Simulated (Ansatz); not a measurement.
# AlFHO: rigid scan of one bond length from a Python script

How does the energy of AlFHO change as one bond is stretched? A script is to give a rigid scan of one bond length; the system is AlFHO.

Program: the Python package of Ansatz 0.2.0. Level of theory: r2SCAN/def2-SVP. These are calculated values, not measurements.

### Step 1. The system

Bond lengths: O1–Al2 1.791 Å, Al2–F3 1.773 Å, O1–H4 1.051 Å. Angles: O1–Al2–F3 118.0°, Al2–O1–H4 105.0°.

The script holds or builds the structure itself.

### Step 2. The script

run_scan.py

```python
"""Potential curve of AlFHO along one bond."""

import ansatz
import matplotlib.pyplot as plt
import numpy as np

mol = (
    ansatz.Crystal.molecule()
    .atom("O", (-0.7356, 0.3342, -0.7827))
    .atom("Al", (-0.207, -0.3931, 0.7657))
    .atom("F", (1.3165, -1.3007, 0.7834))
    .atom("H", (-0.3185, 1.2993, -0.7868))
)

symbols = [site.symbol for site in mol.cartesian_sites]
start = np.array([site.position_ang for site in mol.cartesian_sites])
axis = (start[1] - start[0]) / np.linalg.norm(start[1] - start[0])
moving = [1, 2]
lengths, energies = [1.576, 1.647, 1.719, 1.791, 1.862, 1.934, 2.005, 2.113], []
for length in lengths:
    xyz = start.copy()
    xyz[moving] += (length - np.linalg.norm(start[1] - start[0])) * axis
    point = ansatz.Crystal.molecule()
    for symbol, place in zip(symbols, xyz):
        point = point.atom(symbol, place.tolist())
    model = (
        point.calculation()
        .basis(gaussian="def2-SVP")  # the orbital basis, by name
        .functional("r2scan")
        .spin("collinear", total=1)
    )
    report = model.run().report
    energies.append(report["free_energy_ev"])
    print(f"r = {length:6.3f} A  E = {energies[-1]:.5f} eV  <S^2> = {abs(report['mean_field']['state']['spin_squared']):.3f}")

# quartic fit about the minimum
fit = np.polynomial.Polynomial.fit(lengths, np.array(energies) - min(energies), 4).convert()
roots = [r.real for r in fit.deriv().roots() if abs(r.imag) < 1e-9 and fit.deriv(2)(r.real) > 0]
r_e = min(roots, key=lambda r: abs(r - lengths[int(np.argmin(energies))]))
print(f"minimum of the fit at {r_e:.4f} A, force constant {fit.deriv(2)(r_e):.2f} eV/A^2")
plt.figure(figsize=(4.5, 3))
plt.plot(lengths, np.array(energies) - min(energies), "o-")
plt.xlabel("bond length (A)")
plt.ylabel("E - E(min) (eV)")
plt.tight_layout()
plt.savefig("scan.png", dpi=100)
```

### Step 3. The input behind the calls

The package turns the script's settings into the engine's input (first run):

```yaml
crystal:
  periodic: [false, false, false]
  atoms:
    - { symbol: O, position_ang: [-0.7356, 0.3342, -0.7827] }
    - { symbol: Al, position_ang: [-0.2703282994818352, -0.3059666813977701, 0.5801957644387561] }
    - { symbol: F, position_ang: [1.2531717005181648, -1.2135666813977701, 0.5978957644387559] }
    - { symbol: H, position_ang: [-0.3185, 1.2993, -0.7868] }
basis:
  gaussian:
    orbitals: def2-SVP
hamiltonian:
  xc: r2scan
magnetization:
  spin_polarized: true
  initial_magnetization: 1.0
```

### Step 4. The run

Launch:

```
python run_scan.py
```

Without the output at hand: what should come out? Wanted: range of energy; lowest point, distance.

The runs gave:

| quantity | value |
| --- | --- |
| bond length at the fit's minimum | 1.7300 Å |
| runs compared | 8 |
| range of energy | 0.982 eV |
| lowest point, distance (Å) | 1.72 |

What this shows: The lowest point, at 1.72, lies inside the range. The ends stand 0.389 and 0.982 eV above it. The distance scanned is the script's pair 0, 1. Caveats:
- The rest of the molecule is held rigid at a force-field or estimated start geometry, and the basis set is modest; single-reference methods fail as a bond breaks.
- The species is open-shell (spin multiplicity 2).
